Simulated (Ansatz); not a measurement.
# Bulk modulus B0 of some fcc solids

Method: r²SCAN+rVV10 (plane waves, PAW; Ansatz, a first-principles code). References are measured values corrected to a static lattice. The table is a random draw of 6 from 10 solids with such references.

Values in GPa.

| solid | reference | r²SCAN+rVV10 | error (%) |
|---|---|---|---|
| fcc Al | 80.8 (77.1–82.0) | 93.8 | +16.1 |
| fcc Ir | 365 | 389 | +6.6 |
| fcc Ni | 192 (186–195) | ? | ? |
| fcc Pd | 195 (187–198) | 196 | +0.5 |
| fcc Cu | 144 | 170 | +18.1 |
| fcc Ag | 110 (104–111) | 113 | +2.7 |

Question: Estimate the withheld r²SCAN+rVV10 value.

Answer: The errors of the other rows run from +0.5 % to +18.1 %, with a median of +6.6 %; carried to the reference 192 it gives 205 GPa. The run gives 227 GPa (+18.2 %), +10.7 % from the estimate, outside the range of the other rows; the row was drawn at random, and such an estimate is rough. Over these 6 solids the mean error is +10.4 %, the mean absolute error 10.4 % (median 11.3 %), and the worst case fcc Ni at +18.2 %; the value is above the reference in 6 of 6 cases. Over all 10, from unrounded values, the mean error is +5.8 % and the mean absolute error 8.4 % (median 7.4 %).

All these references are brought to a static lattice.

Spin–orbit coupling is left out, also for the solids with elements from indium on (fcc Ir); its size isn't shown.

Brackets give the range of the sources taken for a reference, where it is wide; it can hold other temperatures.

Differences are worked out from the printed values.

Each level is taken at its own relaxed cell. Ansatz's density-functional and Hartree–Fock values are scalar-relativistic unless marked +SOC, with PAW data made under PBE.

Ansatz's runs of these crystals have no spin polarisation, but for fcc Ni. Meta-GGAs and exact exchange favour moments, which can bear on fcc Ni, fcc Pd.

Density-functional runs with spin start from parallel moments for fcc Ni.

Not in this set, of the fcc solids with a reference value in our tables and a result at some level: 1 for sources at odds; 1 for no value at r²SCAN+rVV10 (not run, a failed fit, an unstable or unbound cell, or a value held back for tests). These can be a level's best or worst cases. Solids without a released value at any level aren't counted. Layered and molecular crystals are counted apart. The metals Ce to Yb are counted apart.

References as tabulated in Levämäki et al. (2014), arXiv:1402.3671; Mejia-Rodriguez and Trickey (2018), arXiv:1807.09216; doi:10.1021/acs.jctc.3c00612.
